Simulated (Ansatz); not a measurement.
**Two structures, one formula**

Two relaxed structures of Al2H3O (charge -1), singlet (PBE0-D4/def2-TZVPD; forces vanish, vibrations not checked).

A:

| atom | x (Å) | y (Å) | z (Å) |
| --- | --- | --- | --- |
| O1 | -1.8740 | -2.2644 | 0.6183 |
| Al2 | -0.8669 | -0.9966 | 0.5547 |
| Al3 | 0.7796 | 1.0781 | 0.4488 |
| H4 | 2.1625 | 0.5538 | 1.1128 |
| H5 | 0.9124 | 1.4296 | -1.1281 |
| H6 | 0.0489 | 2.2404 | 1.3107 |

B:

O1  (-1.319, -1.846, -0.556)
Al2  (0.067, -0.998, 0.112)
Al3  (0.343, 1.580, 0.294)
H4  (-1.232, -2.800, -0.534)
H5  (1.642, 2.171, -0.529)
H6  (0.530, 2.124, 1.837)
(Å)

Computed with Ansatz 0.2.0 (basis: def2-TZVPPD); correlated methods freeze the cores. B3LYP uses VWN-RPA correlation.

Task: Which structure is lower at CCSD(T), and by how much? (Judge from chemistry; the value comes from the calculation.)

Result: Computed: A, by 66.2 kJ/mol (electronic energy, against the other). By their contacts, A is Al₂H₃O ([O][Al][AlH3]), total charge -1 and B is Al₂H₃O ([OH][Al][AlH2]), total charge -1.

All methods give the same order:

```json
{"method": "PBE-D4", "E(B) − E(A) (kJ/mol)": "63.1"}
{"method": "r2SCAN-D4", "E(B) − E(A) (kJ/mol)": "68.6"}
{"method": "PBE0-D4", "E(B) − E(A) (kJ/mol)": "55.7"}
{"method": "B3LYP-D4", "E(B) − E(A) (kJ/mol)": "70.3"}
{"method": "wB97M-V", "E(B) − E(A) (kJ/mol)": "75.4"}
{"method": "HF", "E(B) − E(A) (kJ/mol)": "50.9"}
{"method": "MP2", "E(B) − E(A) (kJ/mol)": "94.0"}
{"method": "CCSD", "E(B) − E(A) (kJ/mol)": "61.7"}
{"method": "CCSD(T)", "E(B) − E(A) (kJ/mol)": "66.2"}
```

T1 diagnostic: at most 0.024. The restricted Hartree–Fock reference is unstable towards an unrestricted one at one or more of these structures.

Labels in which every atom is bracketed show which atoms are joined, not bond orders.

For scale, one of the runs: CCSD(T)/def2-TZVPPD, 187 basis functions, launched by `ansatz run in.yaml --threads 2 --pin off --events-out ev --progress --plain --max-ram 4352MiB`. The run took 21 s on 2 CPU threads of an Arm Neoverse V2 (shared host), with 1.7 GiB of host memory at its peak.
